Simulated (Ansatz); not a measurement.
Consider the atomization: `C[C@@H]1O[C@H]1F` → 3 C• + F• + 5 H• + O•.

Gas-phase electronic energies from Ansatz, PBE0-D4/def2-TZVP geometries. CCSD(T)/CBS is the MP2 limit (def2-TZVPP, def2-QZVPP) plus CCSD(T) − MP2 in def2-TZVPP, frozen cores. This one scheme is used for every species, atoms too. DFT in def2-TZVPP. Open shells (•) are unrestricted, without spin–orbit coupling. Spin–orbit coupling would lower the free atoms: a little for C, F, O.

```json
{"species": "`C[C@@H]1O[C@H]1F`", "ωB97X-V energy (Eh)": "-292.38743"}
{"species": "C•", "ωB97X-V energy (Eh)": "-37.84659"}
{"species": "F•", "ωB97X-V energy (Eh)": "-99.73415"}
{"species": "H•", "ωB97X-V energy (Eh)": "-0.50049"}
{"species": "O•", "ωB97X-V energy (Eh)": "-75.06843"}
```

Q: Work out ΔE.

A: ΔE = 5 × (-0.50049) + 3 × (-37.84659) + (-99.73415) + (-75.06843) − (-292.38743) = 1.54263 Eh = +41.98 eV. CCSD(T)/CBS gives +41.77 eV.

Largest T1 diagnostic among the species: 0.012.

From r2SCAN to r2SCAN0 (25 % exact exchange), in def2-TZVPP and without D4, ΔE moves by −0.86 eV: exact exchange takes away binding that semilocal exchange gives to molecules. Leaving LDA and LC-ωPBE aside and taking each functional with its dispersion term where it has one, the values, not all of them listed here, spread over 3.20 eV, from BHLYP-D4 to PBE-D4. LDA lies +5.90 eV from PBE without D4, its usual overbinding.

For atomizations the MP2-based limit and the directly extrapolated one differ by several kJ/mol either way, and by 10 to 25 for some Ge, Se and Sn compounds, so smaller differences from it don't rank the levels.
